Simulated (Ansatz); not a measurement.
**Loss of CH4: C6H10 → C5H6 + CH4**

Species: C6H10 (bicyclopropyl) `C1CC1C1CC1`, singlet; C5H6 (Cyclopropylacetylene) `C#CC1CC1`, singlet; CH4 (methane) `C`, singlet. 

Shapes, held fixed at every level: PBE0-D4/def2-TZVP. Flexible molecules stand in one conformer, not always the lowest. Programs: Ansatz 0.2.0. The zero-point and thermal change to 298 K, harmonic and unscaled (PBE0-D4/def2-TZVP), is -15.0 kJ/mol.

```json
{"level": "HF/def2-TZVPP", "kind": "Hartree–Fock", "ΔH(298 K) (kJ/mol)": "+59.8", "less CCSD(T)/CBS estimate": "-27.5"}
{"level": "r2SCAN0-D4/def2-TZVPP", "kind": "global hybrid", "ΔH(298 K) (kJ/mol)": "+118.3", "less CCSD(T)/CBS estimate": "+31.0"}
{"level": "wB97M-V/def2-TZVPP", "kind": "range-separated hybrid", "ΔH(298 K) (kJ/mol)": "+99.6", "less CCSD(T)/CBS estimate": "+12.3"}
{"level": "MP2/def2-SVP", "kind": "perturbation theory", "ΔH(298 K) (kJ/mol)": "+105.6", "less CCSD(T)/CBS estimate": "+18.3"}
{"level": "CCSD/def2-SVP", "kind": "coupled cluster or CI", "ΔH(298 K) (kJ/mol)": "+102.3", "less CCSD(T)/CBS estimate": "+15.0"}
{"level": "CCSD(T)/def2-TZVPP", "kind": "coupled cluster or CI", "ΔH(298 K) (kJ/mol)": "+88.3", "less CCSD(T)/CBS estimate": "+1.0"}
{"level": "CCSD(T)/CBS estimate", "kind": "coupled cluster or CI", "ΔH(298 K) (kJ/mol)": "+87.3", "less CCSD(T)/CBS estimate": "0.0"}
```

The highest level, CCSD(T)/CBS estimate, gives ΔH(298 K) = +87.3 kJ/mol; the levels span +59.8 to +118.3. The column of differences is taken from that level and isn't an error. No measured value is set beside it here. The CBS estimate extrapolates MP2 from def2-TZVPP and def2-QZVPP and adds CCSD(T) − MP2 in the triple-zeta set, cores frozen.
